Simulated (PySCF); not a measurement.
Molfile (atoms numbered from 1):
```
C4H6
     RDKit          3D

 10  9  0  0  0  0  0  0  0  0999 V2000
    2.2092   -0.2912   -0.4226 C   0  0  0  0  0  0  0  0  0  0  0  0
    1.1130    0.1639   -0.2728 C   0  0  0  0  0  0  0  0  0  0  0  0
   -0.2252    0.6869   -0.0840 C   0  0  0  0  0  0  0  0  0  0  0  0
   -1.1970   -0.4164    0.3354 C   0  0  0  0  0  0  0  0  0  0  0  0
    3.1743   -0.6793   -0.5568 H   0  0  0  0  0  0  0  0  0  0  0  0
   -0.5612    1.1423   -1.0206 H   0  0  0  0  0  0  0  0  0  0  0  0
   -0.1937    1.4676    0.6822 H   0  0  0  0  0  0  0  0  0  0  0  0
   -1.2399   -1.1930   -0.4252 H   0  0  0  0  0  0  0  0  0  0  0  0
   -0.8757   -0.8707    1.2702 H   0  0  0  0  0  0  0  0  0  0  0  0
   -2.1950   -0.0054    0.4716 H   0  0  0  0  0  0  0  0  0  0  0  0
  1  2  3  0
  2  3  1  0
  3  4  1  0
  1  5  1  0
  3  6  1  0
  3  7  1  0
  4  8  1  0
  4  9  1  0
  4 10  1  0
M  END
```

- coordinates at the GFN2-xTB level
- J: B3LYP/pcJ-1 (without the spin–dipole term)
- shielding tensors at PBE0/pcSseg-1 (GIAO)
- run in PySCF
- non-relativistic, in vacuum, a single conformation, averaged over atoms made equivalent by symmetry, fast rotation or ring inversion

Q: List the cross peaks expected in HSQC, COSY and HMBC spectra.

A: 

HSQC (one-bond C–H):
```csv
δH,δC,"1J(C,H) (Hz)"
2.30 (H6/H7),15.2 (C3),137
1.35 (H5),74.3 (C1),261
1.22 (H8/H9/H10),16.8 (C4),135
```

COSY cross peaks (|J| ≥ 2 Hz):
```csv
δH,δH,abs. J (Hz),bonds
2.30 (H6/H7),1.35 (H5),3.8,4
2.30 (H6/H7),1.22 (H8/H9/H10),8.1,3
```

HMBC (two and three bonds, |J| ≥ 2.5 Hz):
```csv
δH,δC [abs. J in Hz]
2.30 (H6/H7),"90.4 (C2) [10.6], 74.3 (C1) [4.3], 16.8 (C4) [4.8]"
1.35 (H5),"90.4 (C2) [51.6], 15.2 (C3) [3.5]"
1.22 (H8/H9/H10),"90.4 (C2) [6.9], 15.2 (C3) [3.6]"
```

References, each an isolated molecule treated in the same way: 1H, 13C vs TMS.

Unscaled 3J(H,H) at this level run about 10 % above measured values. Shifts are as computed. Against solution values, carbons near 30 ppm lie about +3 ppm off and those near 130 ppm about +5 ppm. Of 1211 compounds with measured shifts, 218 miss one by over three times the rms of a fit or turn the order of signals round; such compounds aren't used in these exercises.
